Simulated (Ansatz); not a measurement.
# How far each method lies from RCCSDTQ for N₂, singlet

Geometry: MP2(full)/6-31G*, from the G2/97 set.

```
atom   x (Å)   y (Å)   z (Å)
   N  0.0000  0.0000  0.0000
   N  0.0000  0.0000  1.1300
```

Basis cc-pVTZ; Ansatz 0.2.0. Correlated methods freeze the noble-gas cores, which leaves 10 electrons in 58 orbitals. R marks a restricted (for open shells ROHF) determinant. Active spaces: valence = (10e, 8o) chosen from the atoms' valence shells.

Full CI isn't at hand for all of this; RCCSDTQ serves as the reference, and is uncertain by about the last step of the cluster series.

* UHF ⟨S²⟩: 0.000
* T1 diagnostic (RCCSD): 0.0137
* largest doubles amplitude (RCCSD): 0.101

```json
{"level": "RMP2", "E − E(RHF) (eV)": "-10.4158"}
{"level": "RCCSD", "E − E(RHF) (eV)": "-10.2891"}
{"level": "RCCSD(T)", "E − E(RHF) (eV)": "-10.8263"}
```

Estimate how far RCCSDTQ in cc-pVTZ lies from RCCSD(T). The table doesn't fix it; the size of (T) and the diagnostics are the guide.

RCCSDTQ in cc-pVTZ lies 3.7 kJ/mol below RCCSD(T), which is 7 % of the (T) step (-51.8 kJ/mol). The diagnostics are small and one determinant leads, so the series closes fast and only a small part of (T) is left.

The other levels:

```tsv
level	E − E(RCCSDTQ) (kJ/mol)	share of correlation (%)	wall time
CISD	127.4	87.85	1.9 s
BCCD(T)	3.5	99.67	0.82 s
RCCSDT	4.7	99.55	–
CISDTQ	8.3	99.21	3.2 min (H100)
RCCSDT(Q)	-0.8	100.07	21 s
CASSCF (valence space)	639.2	39.02	–
NEVPT2 (valence space)	105.9	89.90	1.3 s
MRCISD (valence space)	37.4	96.43	–
MRCISD+Q (valence space)	3.5	99.67	4 s (H100)
MRCISD+Q(relaxed) (valence space)	1.7	99.84	6 s (H100)
```

The correlation energy at RCCSDTQ, counted from RHF, is -10.865 eV. That run took 20 s on 5 threads of AMD EPYC 7R13 with a whole H100 80 GB, shared host.

Times hold each run's SCF and search for its determinant on a shared host, so for small cases they say little of a method's own cost; rows without a card ran on 1 thread of AMD EPYC 7R13.

Natural occupations of CASSCF (valence space) about the gap: 1.996 1.989 1.980 1.936 1.936 0.071 0.071 0.022; effectively unpaired electrons, Σ n²(2−n)², 0.07.
